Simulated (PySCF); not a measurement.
C₂H₇N, SMILES N(C)C.

Coordinates come from a B3LYP-D3(BJ)/def2-TZVP optimisation.

Two levels are set side by side: PBE/def2-TZVPD (PySCF) and CAM-B3LYP/def2-TZVPD (PySCF). Same geometry, gas phase. Differences are taken from unrounded values.

```
quantity                     CAM-B3LYP
---------------------------  ---------
orbital gap (eV)                  8.81
highest occupied level (eV)      -7.84
lowest empty level (eV)           0.97
dipole moment (D)                 1.02
mean polarisability (bohr³)       38.0
```

Q: What does PBE give, and how far is it from CAM-B3LYP? (The exact figures need the calculation; the answer reports its results.)

A: 
```json
[
 {"quantity": "orbital gap (eV)", "PBE": "4.77", "PBE minus CAM-B3LYP": "-4.04"},
 {"quantity": "highest occupied level (eV)", "PBE": "-4.99", "PBE minus CAM-B3LYP": "2.85"},
 {"quantity": "lowest empty level (eV)", "PBE": "-0.22", "PBE minus CAM-B3LYP": "-1.19"},
 {"quantity": "dipole moment (D)", "PBE": "0.92", "PBE minus CAM-B3LYP": "-0.10"},
 {"quantity": "mean polarisability (bohr³)", "PBE": "40.2", "PBE minus CAM-B3LYP": "2.2"}
]
```

PBE's occupied levels lie high since its potential decays too fast outside the molecule; exact exchange lowers them and widens the gap. Loosely held outer electrons make PBE densities more polarisable. Differences between two approximate levels are no errors against the true value.

Rough cost on one machine, each run with all the roots and properties that it gave: CAM-B3LYP against PBE within a factor of 2.
